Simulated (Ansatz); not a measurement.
**Sn (I4/mmm, No. 139, 1 atoms in the cell; start mp-55; another form than the element's usual one)**

These are r²SCAN in Ansatz (PAW) values and carry that method's errors.

Numerical settings: plane-wave cutoff 500 eV, 28×28×28 k mesh, Fermi–Dirac smearing 0.1 eV, scalar-relativistic PAW data made under PBE.

Cell (relaxed at this level):

```xyz
1
Lattice="-2.0139 2.0139 1.6748 2.0139 -2.0139 1.6748 2.0139 2.0139 -1.6748" Properties=species:S:1:pos:R:3 pbc="T T T"
Sn     0.0000     0.0000     0.0000
```

```
Property          Value
--------  -------------
band gap  zero (no gap)
```

Note: the relaxation could not lower the start's symmetry, so the cell can be a saddle point above a distorted one.

Spin–orbit coupling is not included.

Computed values are for the static lattice.

Cost on a shared machine: about 4 core-minutes (a rough figure).

A start named mp-… is a Materials Project structure, which need not be a measured phase.

Ansatz is a first-principles code.
